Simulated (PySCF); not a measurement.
C4H8.
Cartesian coordinates in Å at the PBE0-D3(BJ)/def2-TZVP level; atoms count from 1:
```
atom  x, y, z in Å
C1     1.566   -0.426   -0.125
C2     0.659    0.753   -0.228
C3    -0.661    0.777   -0.064
C4    -1.555   -0.370    0.267
H5     2.291   -0.286    0.684
H6     2.146   -0.552   -1.044
H7     1.031   -1.356    0.066
H8     1.148    1.696   -0.463
H9    -1.159    1.737   -0.176
H10   -1.036   -1.329    0.254
H11   -1.998   -0.244    1.260
H12   -2.387   -0.428   -0.440
```

Linear response at PBE0/aug-cc-pVTZ (PySCF, frozen core in the response, non-relativistic). Isolated species at its PBE0-D3(BJ)/def2-TZVP geometry, gas phase.

Static isotropic polarisability: 52.94 au (7.85 Å³), principal values 41.5, 49.4, 67.9 au.

What is the polarisability at 1064 nm and at the sodium D line?

53.44 au at 1064 nm (+0.9 %), 54.62 au at 589.3 nm (+3.2 %). The rise at 589.3 nm is 3.39 times that at 1064 nm; a pure ω² law gives 3.26. The lowest singlet lies at 212 nm, shorter than both wavelengths.

What is the isotropic C6 coefficient between two such molecules, C6 = (3/π)∫α(iω)² dω?

1125 au (Eh·bohr⁶) by a ten-point quadrature over imaginary frequencies, which is 672 eV·Å⁶ or 64.9 J·nm⁶/mol.

Which effective excitation energy ω̄ makes London's formula C6 = (3/4)α²ω̄ exact here?

ω̄ = 4·C6/(3α²) = 0.535 Eh = 14.6 eV. A one-pole form α(ω) = α/(1 − ω²/ω̄²) fitted to the 1064 nm value gives 12.1 eV.

The lowest 10 singlets have (eV, f): 5.85, 0.002; 6.36, 0.012; 6.48, 0.000; 6.72, 0.013; 7.14, 0.038; 7.19, 0.269; 7.30, 0.011; 7.33, 0.154; 7.59, 0.024; 7.87, 0.006. What share of the static polarisability do they carry in the sum over states α = Σ f/ω²?

7.54 au, 14.2 % of α; the largest term, 3.86 au, is that of the state at 7.19 eV. Their oscillator strengths add up to 0.53. Higher states carry the rest.

What n − 1 at the D line would an ideal gas of it have at 273.15 K and 1 atm (2.6868 × 10¹⁹ cm⁻³), by n − 1 = 2π·N·α′?

13.66 × 10⁻⁴, a formal value whether or not that pressure can be reached.

What three-body coefficient follows from the one-pole estimate C9 = (3/4)·α·C6?

44700 au. This is an estimate from the two numbers above, not a computed integral.
